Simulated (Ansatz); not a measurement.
A nudged elastic band was laid between two geometries of CH$_{2}$NO (5 atoms, charge -1, multiplicity 1).

All numbers below come from RKS CAM-B3LYP-D4/def2-SVP (Ansatz 0.2.0).

```yaml
movable_images: 7
climbing_image: yes
spring: 5.0 eV/Å²
optimiser: quadratic models (default)
start_path: through a guess of the saddle point
force_threshold: 0.2 eV/Å
iteration_limit: 60
end_points: relaxed
```

First end point:

```xyz
5
Properties=species:S:1:pos:R:3
N -0.080 0.076 -1.005
C 0.226 -0.207 0.241
O 1.084 -0.992 0.680
H -0.838 0.767 -0.962
H -0.392 0.356 1.045
```

Last end point:

```xyz
5
Properties=species:S:1:pos:R:3
N -0.079 0.075 -1.138
C -0.261 0.239 0.132
O 0.667 -0.611 0.836
H -0.765 0.702 -1.577
H 0.439 -0.404 1.746
```

(1) What changes between the two ends?

(2) Give the energies along the band, and the barrier.

(3) What is the geometry of the highest image?

Answers

(1) Bonds broken: C2–H5. Bonds formed: O3–H5.

(2) The forces met the threshold. The highest image is number 5 of 0 to 8, 3.15 eV above the first end and 1.26 eV above the last; the last end lies 1.89 eV above the first. The threshold of 0.2 eV/Å is loose, so the images may lie well off the minimum-energy path. Another band between the same ends (7 images) ends at a top of the same energy, where a vibrational analysis finds 1 clearly imaginary mode. The orbitals stay closed-shell, which can raise the energy where a bond breaks towards radicals; this wasn't checked here. Limits of this set-up: an anion without diffuse functions, the dipole of an ion depends on the origin.

```
image  path coordinate (Å)  energy (eV)  C2–H5 (Å)  O3–H5 (Å)
    0                 0.00         0.00       1.16       2.03
    1                 0.21         0.12       1.16       1.97
    2                 0.43         0.53       1.15       1.84
    3                 0.64         1.41       1.14       1.64
    4                 0.85         2.57       1.16       1.42
    5                 1.07         3.15       1.24       1.21
    6                 1.33         2.59       1.44       1.01
    7                 1.59         2.06       1.68       0.96
    8                 1.85         1.89       1.87       0.96
```

(3) 
```xyz
5
Properties=species:S:1:pos:R:3
N -0.083 0.078 -1.102
C -0.037 0.034 0.188
O 0.861 -0.789 0.830
H -0.822 0.754 -1.335
H 0.081 -0.077 1.419
```

Time of the run: 43 s on 1 CPU thread of a shared host.
